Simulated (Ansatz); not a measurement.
Geometry optimisation, Ansatz, RKS B3LYP/6-31G.

input.yaml

```yaml
crystal:
  periodic: [false, false, false]
  atoms:
    - { symbol: O, position_ang: [-0.41557, 1.32362, -0.89303] }
    - { symbol: C, position_ang: [-0.04514, 0.32272, -0.03983] }
    - { symbol: S, position_ang: [1.76717, 0.15, -0.2353] }
    - { symbol: S, position_ang: [-0.97517, -1.24432, -0.44199] }
    - { symbol: H, position_ang: [-1.37496, 1.43385, -0.90199] }
    - { symbol: H, position_ang: [-0.25741, 0.54152, 1.0144] }
    - { symbol: H, position_ang: [1.92956, -0.6317, 0.83331] }
    - { symbol: H, position_ang: [-0.62849, -1.89571, 0.66445] }
basis:
  gaussian: { orbitals: "6-31G" }
hamiltonian:
  xc: b3lyp
relax:
  f_tol: 0.02
  max_steps: 40
output:
  orbitals: {}
```

Run as:

```bash
$ ansatz run input.yaml --threads 1 --pin off --max-ram 2048MiB --backend cpu --events-out ev --progress --plain --runs-dir out
```

Q: Where does it end, and by what steps?

A: It converged. Limits of this set-up: no polarisation functions. After 20 steps the energy has fallen by 0.501 eV; H8 moved furthest, 1.17 Å.

```csv
step,energy less start (eV),largest force component (eV/Å),accepted
0,0.0000,1.674,yes
1,-0.1894,0.927,yes
2,-0.2223,0.487,yes
3,-0.2317,0.137,yes
4,-0.2383,0.105,yes
5,-0.2466,0.168,yes
6,-0.2468,0.269,yes
7,-0.2518,0.375,yes
8,-0.2316,0.436,no
9,-0.2581,0.153,yes
10,-0.2637,0.125,yes
11,-0.2761,0.376,yes
12,-0.2211,1.835,no
13,-0.2985,0.439,yes
14,-0.3233,0.767,yes
15,-0.3995,0.540,yes
16,-0.4528,0.424,yes
17,-0.4858,0.945,yes
18,-0.4997,0.113,yes
19,-0.5009,0.061,yes
20,-0.5014,0.018,yes
```

```xyz
8
Properties=species:S:1:pos:R:3
O -0.852 1.229 -0.415
C -0.042 0.293 0.245
S 1.793 0.582 -0.231
S -0.496 -1.532 -0.147
H -0.789 1.131 -1.389
H -0.169 0.464 1.309
H 2.269 -0.663 0.123
H -1.714 -1.503 0.504
```

Whether the end is a true minimum wasn't checked by a vibrational analysis.

The run took 55 s on 1 thread of Arm Neoverse V1, with other jobs on the host, peak memory 0.13 GiB.
